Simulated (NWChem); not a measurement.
A series in which one site is exchanged, each optimised at PBE0/def2-SVP with NWChem, gas phase unless a solvent is named. For some, no frequency run checked for a minimum. def2 effective core potentials on Zr; no spin-orbit coupling.

A: [Cl][ZrH3] (ZrH₃Cl; site = Zr)
B: CCl (CH$_{3}$Cl; site = C)
C: [Cl][GeH3] (GeH₃Cl; site = Ge)
D: [Cl][TiH3] (TiH3Cl; site = Ti)

Task: Rank them by static polarisability, B3LYP/def2-SVPD (bohr³), lowest first.

Result: B (29.5), C (46.9), D (57.9), A (63.8)
